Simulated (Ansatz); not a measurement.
A made-up structure of CH2S2, singlet:

```tsv
atom	x (Å)	y (Å)	z (Å)
C1	-0.0634	0.2382	-0.2513
S2	0.2579	0.0105	1.4891
S3	0.1392	-1.5024	0.0852
H4	-1.0704	0.5520	-0.5044
H5	0.4200	-2.7962	-0.2262
```

It is relaxed with PBE-D4/def2-SVP and then PBE0-D4/def2-TZVP (Ansatz 0.2.0). Atoms count as bonded within 1.22 times the sum of their covalent radii (H–H: 0.88 Å). The end point is not checked to be a true minimum.

Problem. Does its bonding change? (Judge from chemistry; the calculation decides.)

Solution. By the calculation: Yes. Formed: none; broken: S2–S3.

Where it ends: The first stage lowers the energy by 5.84 eV in 12 steps. It ends as CH₂S₂ ([S][CH][SH]):
| atom | x (Å) | y (Å) | z (Å) |
| --- | --- | --- | --- |
| C1 | -0.0861 | -0.2324 | 0.2868 |
| S2 | 0.0263 | 0.7636 | 1.5493 |
| S3 | 0.1250 | -1.9409 | 0.3884 |
| H4 | -0.3060 | 0.1285 | -0.7186 |
| H5 | -0.0759 | -2.2167 | -0.9136 |

Labels in which every atom is bracketed show which atoms are joined, not bond orders.

For scale, one of the runs: PBE0-D4/def2-TZVP relaxation, 117 basis functions, launched by `ansatz run in.yaml --threads 2 --pin off --events-out ev --progress --plain --max-ram 4352MiB`. Hardware: 2 CPU threads of an Arm Neoverse V2, shared host. Wall time about 11 s.
